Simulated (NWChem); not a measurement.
System: SiH3 cation

NWChem input:

```
start job
memory heap 200 mb stack 900 mb global 1100 mb
charge 1
geometry units angstroms noautosym nocenter noautoz
  Si     0.000000     0.000000     0.000000
  H      1.193346    -0.894765     0.000000
  H     -1.371563    -0.586085     0.000000
  H      0.178217     1.480851     0.000000
end
basis spherical
  * library pcj-1
end
dft
  odft
  mult 1
  xc pbe0
  iterations 150
end
property
  spinspin 6 1 2 1 3 1 4 2 3 2 4 3 4
end
task dft property
```

Structure relaxed at the PBE-D3(BJ)/def2-SVP level.

Isotropic indirect couplings, all four terms, static geometry, non-relativistic.

Atoms are numbered as in the input.

Question: What results follow from this input? (PBE0/pcJ-1.) Quantities: J(29Si atom 1, 1H atom 2) (Hz); J(1H atom 2, 1H atom 3) (Hz).

Answer: 
```yaml
J(29Si atom 1, 1H atom 2) (Hz): -295.5
J(1H atom 2, 1H atom 3) (Hz): 40.5
```
